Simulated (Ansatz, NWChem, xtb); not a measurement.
Loss of CH3Cl: C4H9Cl → C3H6 + CH3Cl

Species: C4H9Cl (1-chlorobutane) `CCCCCl`, singlet; C3H6 `C=CC`, singlet; CH3Cl (chloromethane) `CCl`, singlet. 

Shapes, held fixed at every level: PBE0-D4/def2-TZVP. Flexible molecules stand in one conformer, not always the lowest. Programs: Ansatz 0.2.0, NWChem 7.3.0, xtb 6.7.1. The zero-point and thermal change to 298 K, harmonic and unscaled (PBE0-D4/def2-TZVP), is -12.6 kJ/mol.

**What was measured.** Tabulated heats of formation (Active Thermochemical Tables, CRC Handbook of Chemistry and Physics): C4H9Cl -154.4 (CRC); C3H6 +20.4 (ATcT); CH3Cl -82.6 (ATcT) kJ/mol, which give ΔH(298 K) = +92.2 kJ/mol.

```
                level                   kind  ΔH (kJ/mol)  computed − measured
             GFN1-xTB         semi-empirical       +120.5                +28.4
          HF/def2-SVP           Hartree–Fock        +80.4                -11.7
        HF/def2-TZVPP           Hartree–Fock        +64.2                -28.0
        PBE0/def2-SVP          global hybrid       +115.2                +23.0
  B3LYP-D4/def2-TZVPP          global hybrid        +82.6                 -9.5
  BHLYP-D4/def2-TZVPP          global hybrid        +93.3                 +1.1
r2SCAN0-D4/def2-TZVPP          global hybrid       +105.9                +13.7
      CCSD/def2-TZVPP  coupled cluster or CI        +91.5                 -0.6
 CCSD(T)/CBS estimate  coupled cluster or CI        +93.9                 +1.7
```

Nearest: CCSD/def2-TZVPP (-0.6); farthest: GFN1-xTB (+28.4). 4 of 9 levels lie within 10 kJ/mol. The heats of C4H9Cl come from older tables and can be uncertain by 10 kJ/mol or more. The CBS estimate extrapolates MP2 from def2-TZVPP and def2-QZVPP and adds CCSD(T) − MP2 in the triple-zeta set, cores frozen.
